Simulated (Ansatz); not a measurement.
Basis-set extrapolation for C₄H₉ClO (`CCOCCCl`) (PBE0-D4/def2-TZVP geometry, frozen core, the Gaussian-basis code of Ansatz). Multiplicity 1, RHF reference.

|  | def2-TZVPP | def2-QZVPP |
| --- | --- | --- |
| HF | -691.167664 | -691.191432 |
| MP2 correlation | -1.121545 | -1.204307 |
| CCSD(T) correlation | -1.229240 | not run |

Energies in hartree. Use E(X) = E(∞) + A·exp(−7.88·√X) for Hartree–Fock and E(X) = E(∞) + B·X^(−2.97) for correlation, with X = 3 and 4, and add CCSD(T) minus MP2 of the smaller set to the MP2 limit.

What is the CCSD(T) energy at the basis-set limit?

HF limit: -691.191432 + (-0.023768) × 0.13774 = -691.19471. MP2 limit: -1.204307 + (-0.082762) × 0.74074 = -1.26561. Higher-order term: -1.229240 − (-1.121545) = -0.10770. Total: -692.56802 hartree, 449.3 kJ/mol below CCSD(T)/def2-TZVPP.
